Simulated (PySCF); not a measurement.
ammonia (H3N), SMILES N.

Geometry: PBE-D3(BJ)/def2-TZVPD.

Level of theory: M06-2X/def2-TZVPD (PySCF).

```
Quantity                                                                                                        Value
---------------------------------------------------------------------------------------------  ----------------------
total energy                                                                                        -56.55108 hartree
point group                                                                                                       C3v
highest occupied level                                                                                       -9.31 eV
lowest empty level                                                                                            0.61 eV
orbital gap                                                                                                   9.92 eV
dipole moment                                                                                                  1.56 D
quadrupole, principal values (traceless, Buckingham form, about the centre of nuclear charge)   -3.00, 1.50, 1.50 D·Å
mean static polarisability                                                                       13.8 bohr³ (2.05 Å³)
polarisability, principal values                                                               13.5, 13.5, 14.4 bohr³
```
